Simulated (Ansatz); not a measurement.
The first iterations of a band of BClH4 (6 atoms, charge 0, multiplicity 1).

Method: Ansatz, RKS PBE0/def2-SVP.

```yaml
movable_images: 5
climbing_image: yes
spring: 5.0 eV/Å²
optimiser: quadratic models (default)
start_path: straight line
force_threshold: 0.05 eV/Å
iteration_limit: 60
end_points: relaxed
```

First end point:

```xyz
6
Properties=species:S:1:pos:R:3
B 0.033 0.143 0.023
H 0.165 0.741 1.067
H 0.958 0.127 -0.755
H -1.083 -0.068 -0.394
Cl 0.434 -1.964 0.873
H -0.378 -1.903 1.875
```

Last end point:

```xyz
6
Properties=species:S:1:pos:R:3
B 0.138 -0.763 -0.497
H -0.303 0.707 2.139
H 1.094 -0.037 -0.580
H -0.989 -0.407 -0.728
Cl 0.400 -2.420 -0.035
H -0.210 -0.005 2.390
```

| iteration | highest image above the first end (eV) | largest band force component (eV/Å) |
| --- | --- | --- |
| 1 | 4.294 | 4.101 |
| 2 | 2.786 | 4.034 |
| 3 | 1.480 | 4.089 |
| 4 | 0.980 | 2.293 |
| 5 | 0.285 | 2.141 |
| 6 | 0.244 | 1.480 |

Q: Does the band converge within its limit, and where does its top end?

A: The run converged. It ended after 20 iterations with the highest image 0.229 eV above the first end. Another band between the same ends (5 images) ends at a top of the same energy, where a vibrational analysis finds 1 clearly imaginary mode. The orbitals stay closed-shell, which can raise the energy where a bond breaks towards radicals; this wasn't checked here.

The run took 110 s on 1 thread of Arm Neoverse V1, on a shared host, peak memory 0.097 GiB.
